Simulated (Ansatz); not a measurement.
The same path of AlClFH$_{3}$ (6 atoms, charge 0, multiplicity 1) was run twice with different band settings. Lost on the way: H5–F6. Made: Cl2–H5.

Computed with RKS PBE0-D4/6-31G* in Ansatz 0.2.0.

Relaxed end points:

```xyz
6
Properties=species:S:1:pos:R:3
Al -0.587 0.107 -0.329
Cl 1.254 1.199 -0.760
H -0.916 -1.048 -1.360
H -1.629 0.910 0.550
H 1.340 -0.337 0.847
F 0.539 -0.830 1.052
```

```xyz
6
Properties=species:S:1:pos:R:3
Al -0.772 -0.217 -0.066
Cl 1.514 1.039 -0.499
H -0.968 -0.988 -1.437
H -1.680 0.966 0.470
H 1.695 0.175 0.454
F 0.211 -0.974 1.078
```

Common settings: movable images 7; climbing image yes; spring 5.0 eV/Å²; optimiser quadratic models (default); force threshold 0.03 eV/Å; iteration limit 60; end points relaxed.

| run | start path |
| --- | --- |
| 1 | through a guess of the saddle point |
| 2 | straight line |

Question: What does each run give, and how far can it be trusted?

Answer: Run 1: converged after 8 iterations, highest image 0.246 eV above the first end. A vibrational analysis at the climbing image gives one clearly imaginary mode, 521i cm⁻¹: a first-order saddle point.
Run 2: converged after 8 iterations, highest image 0.246 eV above the first end. Another band between the same ends (7 images) ends at a top of the same energy, where a vibrational analysis finds 1 clearly imaginary mode.
The orbitals stay closed-shell, which can raise the energy where a bond breaks towards radicals; this wasn't checked here.
